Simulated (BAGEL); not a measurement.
# FCI/STO-3G (density fitting with qzvpp-jkfit) run of HF (hydrogen fluoride)

What is the energy change on altering one bond length of HF (hydrogen fluoride) at FCI/STO-3G (density fitting with qzvpp-jkfit)? 

The calculation is run with BAGEL 1.2.2.

20 further runs of the same task are left out: 20 set aside as unsound or not needed.

## (1) The structure to begin with

The species is HF (2 atoms), meant as a singlet with charge 0. SMILES: `F`. The shape is that of a PBE0-D4/def2-TZVP optimisation.

Bond lengths: F1–H2 0.920 Å.

## (2) The energy at FCI/STO-3G (density fitting with qzvpp-jkfit)

Contents of job.json:

```json
{ "bagel": [

{
  "title": "molecule",
  "basis": "sto-3g",
  "df_basis": "qzvpp-jkfit",
  "angstrom": true,
  "geometry": [
    { "atom": "F", "xyz": [      -0.390000,       0.144600,      -0.196400 ] },
    { "atom": "H", "xyz": [       0.390000,      -0.144600,       0.196400 ] }
  ]
},

{
  "title": "hf"
},

{
  "title": "fci",
  "nstate": 1,
  "ncore": 1
}

]}
```

Command:

```sh
$ BAGEL_NUM_THREADS=1 BAGEL job.json > job.out
```

Output:

```text
* using 1 threads per process

  ===============================================================
  ===============================================================

  *** Geometry ***

  { "atom" : "F", "xyz" : [     -0.736993,      0.273254,     -0.371142 ] },
  { "atom" : "H", "xyz" : [      0.736993,     -0.273254,      0.371142 ] },

  Number of auxiliary basis functions:       95

  Since a DF basis is specified, we compute 2- and 3-index integrals:
    o Being stored without compression. Storage requirement is 0.000 GB

  Number of basis functions:        6
  Number of electrons      :       10

    * METHOD: MOLECULE                             0.01

  *** RHF ***

  === Nuclear Repulsion ===
     5.1769523111

      * DIIS with orbital gradients will be used.

  === RHF iteration (sto-3g) ===
      0        -98.52971254          0.05470448           0.00
      1        -98.57034357          0.00689634           0.00
      2        -98.57117923          0.00086639           0.00
      3        -98.57118937          0.00003632           0.00
      4        -98.57118939          0.00000127           0.00
      5        -98.57118939          0.00000001           0.00
    * SCF iteration converged.

    * Permanent dipole moment:
           (   -0.428759,     0.158971,    -0.215918) a.u.

    * METHOD: HF                                   0.02

  ---------------------------
        FCI calculation
  ---------------------------

  Performs exactly the same way as Knowles & Handy 1984 CPL

  o alpha-beta strings
      length:            10
  o size of the space
      determinant space:  25
      spin-adapted space: 15

  o single displacement lists (alpha)
      length:            40
  o single displacement lists (beta)
      length:            40

     guess   0:   closed 1111.                open .....

  === FCI iteration ===

      0  0       -98.57118939     4.37e-02      0.00
      1  0       -98.59659110     7.25e-03      0.00
      2  0       -98.59722792     7.68e-04      0.00
      3  0       -98.59723510     8.77e-05      0.00
      4  0       -98.59723524     4.10e-06      0.00
      5  0       -98.59723524     9.34e-08      0.00
      6  0 *     -98.59723524     3.66e-15      0.00

     * ci vector, state   0, <S^2> = -0.0000
       2222.     0.9923183387
       2.222    -0.1097894017

    * METHOD: FCI                                  0.00

  ===============================================================
```

Run time: 0.2 s. Hardware: 1 thread of Intel Xeon 6975P-C (Granite Rapids), shared host.

## (3) The distorted shape

Contents of input.json:

```json
{ "bagel": [

{
  "title": "molecule",
  "basis": "sto-3g",
  "df_basis": "qzvpp-jkfit",
  "angstrom": "true",
  "geometry": [
    { "atom": "F", "xyz": [      -0.507038,       0.187994,      -0.255339 ] },
    { "atom": "H", "xyz": [       0.390000,      -0.144600,       0.196400 ] }
  ]
},

{
  "title": "hf"
},

{
  "title": "fci",
  "nstate": 1,
  "ncore": 1
}

]}
```

Command:

```sh
$ BAGEL_NUM_THREADS=1 BAGEL input.json > input.out
```

Output:

```text
* using 1 threads per process

  ===============================================================
  ===============================================================

  *** Geometry ***

  { "atom" : "F", "xyz" : [     -0.958163,      0.355257,     -0.482521 ] },
  { "atom" : "H", "xyz" : [      0.736993,     -0.273254,      0.371142 ] },

  Number of auxiliary basis functions:       95

  Since a DF basis is specified, we compute 2- and 3-index integrals:
    o Being stored without compression. Storage requirement is 0.000 GB

  Number of basis functions:        6
  Number of electrons      :       10

    * METHOD: MOLECULE                             0.01

  *** RHF ***

  === Nuclear Repulsion ===
     4.5015073297

      * DIIS with orbital gradients will be used.

  === RHF iteration (sto-3g) ===
      0        -98.50346104          0.06610510           0.00
      1        -98.56133332          0.00490916           0.00
      2        -98.56172265          0.00081957           0.00
      3        -98.56173026          0.00002328           0.00
      4        -98.56173027          0.00000086           0.00
      5        -98.56173027          0.00000000           0.00
    * SCF iteration converged.

    * Permanent dipole moment:
           (   -0.387448,     0.143654,    -0.195115) a.u.

    * METHOD: HF                                   0.02

  ---------------------------
        FCI calculation
  ---------------------------

  Performs exactly the same way as Knowles & Handy 1984 CPL

  o alpha-beta strings
      length:            10
  o size of the space
      determinant space:  25
      spin-adapted space: 15

  o single displacement lists (alpha)
      length:            40
  o single displacement lists (beta)
      length:            40

     guess   0:   closed 1111.                open .....

  === FCI iteration ===

      0  0       -98.56173027     4.72e-02      0.00
      1  0       -98.59904990     8.84e-03      0.00
      2  0       -98.60011008     9.85e-04      0.00
      3  0       -98.60012448     1.26e-04      0.00
      4  0       -98.60012477     1.13e-06      0.00
      5  0       -98.60012477     1.49e-07      0.00
      6  0 *     -98.60012477     6.05e-15      0.00

     * ci vector, state   0, <S^2> = 0.0000
       2222.     0.9857097451
       2.222    -0.1578447089

    * METHOD: FCI                                  0.00

  ===============================================================
```

It took 0.2 s on 1 thread of Intel Xeon 6975P-C (Granite Rapids), shared host.

## (4) Outcome

Level: FCI/STO-3G (density fitting with qzvpp-jkfit), 1 core orbital frozen.

| quantity | value |
| --- | --- |
| first shape: total energy | -98.59724 Eh |
| distorted shape: total energy | -98.60012 Eh |
| energy change with the F1–H2 bond stretched from 0.920 to 1.058 Å | -0.079 eV |

In words: With the F1–H2 bond stretched from 0.920 to 1.058 Å the energy falls by 0.08 eV (7.6 kJ/mol). The first shape isn't relaxed at this level, so the change isn't measured from a minimum. The minimal basis adds a large error of its own.
